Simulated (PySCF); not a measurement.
## How methods differ on the ionisation energy of Be

Be [He] 2s2 (1S) → Be⁺ [He] 2s1 (2S), as a difference of total energies. All numbers are calculated (PySCF 2.14, no relativity, point nucleus, in cc-pVTZ (4s3p2d1f, 30 functions)). Correlated levels: valence: 1s2 frozen. The calculations carry no spin-orbit coupling.

```json
{"method": "UHF", "ionisation energy (eV)": "8.045", "error (eV)": "-1.278"}
{"method": "B3LYP", "ionisation energy (eV)": "9.110", "error (eV)": "-0.213"}
{"method": "PBE0", "ionisation energy (eV)": "8.970", "error (eV)": "-0.353"}
{"method": "MP2 (valence)", "ionisation energy (eV)": "8.811", "error (eV)": "-0.512"}
{"method": "SCS-MP2 (valence)", "ionisation energy (eV)": "8.965", "error (eV)": "-0.358"}
{"method": "CCSD (valence)", "ionisation energy (eV)": "9.284", "error (eV)": "-0.039"}
```

Reference: 9.323 eV (measured; NIST Atomic Spectra Database, ionization energies).

Errors of the correlated levels include the incompleteness of this basis and the frozen core.

With two correlated electrons CCSD is exact in that space.
